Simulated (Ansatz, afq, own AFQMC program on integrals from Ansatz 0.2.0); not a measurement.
AFQMC on a folder of integrals that Ansatz 0.2.0 wrote.

```yaml
crystal:
  periodic: [false, false, false]
  atoms:
    - {symbol: Ge, position_ang: [0.000000, 0.119077, 0.320309]}
    - {symbol: Al, position_ang: [0.000000, -1.856132, -1.127017]}
    - {symbol: H, position_ang: [0.000000, 1.737055, 0.806709]}
basis:
  gaussian: {orbitals: cc-pVDZ}
magnetization: {spin_polarized: true, initial_magnetization: 2}
correlation: {method: ccsd_t, electrons: outside_noble_gas, hamiltonian_folder: ham}
```

```sh
$ ansatz run in.yaml --threads 1 --pin off --events-out ev --progress --plain --max-ram 1382MiB
```

Options of the walk:

```
--method free --trial cisd --walkers 60 --time-step 0.03 --max-blocks 80 --target-error 0.00034 --factor-cut 1e-05 --seed 4981 --times 0,0.3,0.6,1.2,1.8,2.4,3.6,4.8,6 --taylor-order 8
```

Times are imaginary, in 1/Eh. The walk had a cap of 630 s. Filled inner d shells are frozen with the cores.

Output of the walk:

```
orbitals 31  electrons 5 3  factors 227 of 553
reference energy -2317.78174697 Eh
CCSD correlation -0.14015244 Eh in 16 cycles, weight of the determinant in the CISD state 0.8393
repeat  energy at the last time / Eh  error
    10  -2317.929210  0.001486
    20  -2317.929220  0.001208
    30  -2317.929646  0.000925
    40  -2317.929767  0.000745
    50  -2317.929833  0.000612
    60  -2317.929606  0.000515
    70  -2317.929209  0.000482
    80  -2317.929174  0.000455
time / (1/Eh)  energy / Eh  error  mean overlap
  0.00  -2317.921901  0.000101  1.1912
  0.30  -2317.924343  0.000119  1.1950
  0.60  -2317.925885  0.000158  1.1961
  1.20  -2317.927227  0.000178  1.2063
  1.80  -2317.927951  0.000202  1.2013
  2.40  -2317.928502  0.000221  1.2075
  3.60  -2317.928836  0.000300  1.2133
  4.80  -2317.928944  0.000346  1.2398
  6.00  -2317.929174  0.000455  1.2297
energy -2317.929174 +/- 0.000455 Eh
```

The run passed its tests (error under three times the target), which doesn't prove that it has relaxed.

Against this walk (error 12.4 meV) on the same determinant: CCSD(T) 51.7 meV higher, CCSDT(Q) 1.8 meV lower (within the noise). The error is statistical, and a free projection of finite length keeps a remainder of its start. The determinant has ⟨S²⟩ = 2.15, so the low cluster orders mix in higher spin, and so can this walk. None of these is a sure reference here.

Cautions: remainder of the start not in the error; start is not spin pure; error above the target (12.4 against 9.3 meV); no relativity below Rb; no spin-orbit coupling; inner d shell frozen; lower spins were not checked; higher spins were not checked; raised T1 diagnostic (T1 0.048, weight of the determinant 0.84, largest double 0.08); unrestricted determinant spin contaminated (⟨S²⟩ 2.15 against 2.00).

The walk took 2.3 min on 1 thread of Intel(R) Xeon(R) Platinum 8488C (Sapphire Rapids), on a shared host. The log's last line is the free-projection energy.

CCSDT and higher add their correlation energy to the determinant of the CCSD(T) run, since their own runs factorise the integrals more tightly (a shift of under 2 meV). A walk keeps the symmetry of its determinant, which the program's search chose and which needn't be the lowest solution, so a lower state of the same spin and another symmetry isn't excluded.
